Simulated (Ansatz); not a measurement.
**Ge–Al–OH, triplet: the ladder up to UCCSDT(Q)**

Geometry: displaced at random from a stationary point.

```xyz
4

Al    0.0646    0.0237   -0.4670
Ge   -0.1003    0.0321   -2.8746
O    -0.0237   -0.0003    1.1879
H     0.0594   -0.0556    2.1537
```

Basis cc-pVDZ; Ansatz 0.2.0. Correlated methods freeze the noble-gas cores and the filled d shells of p-block atoms, which leaves 14 electrons in 44 orbitals. R marks a restricted (for open shells ROHF) determinant, U an unrestricted one. No spin–orbit coupling is included, and no scalar relativity.

Full CI isn't at hand for all of this; UCCSDT(Q) serves as the reference, and is uncertain by the last step of the cluster series or more. The frozen core follows each run's orbitals, which can shift R against U totals by a few meV for light atoms and by up to 0.1 eV past Ca.

The UHF ⟨S²⟩ is 2.016 and the T1 diagnostic (RCCSD) is 0.0205. The largest doubles amplitude (RCCSD) is 0.068 and the T1 diagnostic (UCCSD) is 0.0209.

```csv
level,E − E(UCCSDT(Q)) (kJ/mol),wall time
UHF,866.0,–
UMP2,96.8,–
UCCSD,30.8,–
UCCSD(T),6.4,15 s
UCCSDT,2.9,–
```

Run but not shown, since their state, orbitals or frozen core can't be matched to the reference's or they repeat it: RHF, RMP2, CISD, RCCSD, RCCSD(T), BCCD(T), RCCSDT, RCCSDT(Q).

Times hold each run's SCF and search for its determinant on a shared host, so for small cases they say little of a method's own cost; they ran on 1 thread of Arm Neoverse V1. Some runs computed forces too.
